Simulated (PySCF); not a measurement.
Species: methoxyacetate, C3H5O3 (charge -1).
Atom-mapped SMILES: `[CH3:1][O:2][CH2:3][C:4](=[O:5])[O-:6]` (hydrogens: H7, H8, H9 on C1; H10, H11 on C3)

Jobs on this species (11 atoms, 48 electrons) with PySCF (density fitting). Hardware of each: one thread of an x86-64 server, on a shared host. The host was shared with other jobs, so the times are rough.

Question: Rank these jobs by wall time, shortest first.
A. PBE0/pcSseg-1; shieldings, charges and field gradients; 127 basis functions
B. B3LYP/pcJ-1; spin–spin couplings from 8 perturbed nuclei, spin–dipole term left out; 212 basis functions
C. B3LYP/def2-SVPD; 10 singlets by full TDDFT, 4 Tamm–Dancoff triplets, polarisability, ΔSCF ions; 169 basis functions
D. wB97X-D/pcSseg-2; shieldings; 286 basis functions

Answer: A (13 s), B (26 s), D (59 s), C (2.6 min).

All jobs:

```json
{"level and settings": "PBE0/pcSseg-1", "work": "shieldings, charges and field gradients", "basis functions": "127", "SCF cycles": "14", "wall time": "13 s"}
{"level and settings": "B3LYP/pcJ-1", "work": "spin–spin couplings from 8 perturbed nuclei, spin–dipole term left out", "basis functions": "212", "SCF cycles": "15", "wall time": "26 s"}
{"level and settings": "delta-SCF UKS SCAN, pcX-2 on the ionised atom, pcseg-1 elsewhere, spin-free X2C", "work": "ΔSCF core ionisation, 5 holes", "basis functions": "140", "SCF cycles": "92", "wall time": "49 s"}
{"level and settings": "PBE0-D3(BJ)/def2-SVP, grid level 1", "work": "geometry optimisation from a GFN2-xTB start", "basis functions": "109", "SCF cycles": "70", "wall time": "52 s"}
{"level and settings": "wB97X-D/pcSseg-2", "work": "shieldings", "basis functions": "286", "SCF cycles": "14", "wall time": "59 s"}
{"level and settings": "B3LYP/def2-SVPD", "work": "10 singlets by full TDDFT, 4 Tamm–Dancoff triplets, polarisability, ΔSCF ions", "basis functions": "169", "SCF cycles": "16", "wall time": "2.6 min"}
```

What do all jobs in the table cost together?

About 5.9 min; the longest takes about 44 % of that, and about 12 times as long as the shortest.
